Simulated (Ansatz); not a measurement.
`OC1=CNC1`, 10 atoms. Charge 0, multiplicity 1. All runs use 2 threads of an Arm Neoverse V2 on a shared host. Correlated methods freeze the cores.

**Question.** Give the basis size and wall time and peak host memory of each of these runs in Ansatz. direct RPA on PBE orbitals/def2-TZVPP energy; RKS BHLYP-D4/def2-TZVPP energy; RHF-CCSD(T)/def2-TZVPP energy; RHF-CCSD(T)/def2-SVP energy; RKS PBE0-D4/def2-TZVP relaxation (6 steps); RHF-MP2/def2-QZVPP energy; RKS PBE0-D4/def2-QZVPP energy; RKS PBE0-D4/def2-SVP energy; RKS ωB97M-V/def2-SVP energy; RKS PBE0-D4/def2-TZVPP energy; RKS CAM-B3LYP-D4/def2-TZVPP energy; RKS PBE0-D4/def2-TZVP frequencies. (Estimate.)

**Answer.** Computed: Other jobs shared the machine, so times are rough.

```
                                level                   job  functions  wall time  peak host memory (GiB)
                 RKS PBE0-D4/def2-SVP                energy         95      1.1 s                    0.43
               RKS PBE0-D4/def2-TZVPP                energy        225      3.3 s                    0.42
              RKS BHLYP-D4/def2-TZVPP                energy        225      3.5 s                    0.44
          RKS CAM-B3LYP-D4/def2-TZVPP                energy        225      3.9 s                    0.48
                 RKS ωB97M-V/def2-SVP                energy         95      5.5 s                    0.43
                 RHF-CCSD(T)/def2-SVP                energy         95      6.5 s                    0.43
direct RPA on PBE orbitals/def2-TZVPP                energy        225      7.5 s                     0.5
               RKS PBE0-D4/def2-QZVPP                energy        435      9.5 s                     1.1
                RKS PBE0-D4/def2-TZVP  relaxation (6 steps)        185       27 s                     0.4
                   RHF-MP2/def2-QZVPP                energy        435       31 s                     2.5
                RKS PBE0-D4/def2-TZVP           frequencies        185    2.8 min                    0.43
               RHF-CCSD(T)/def2-TZVPP                energy        225    2.9 min                     3.8
```
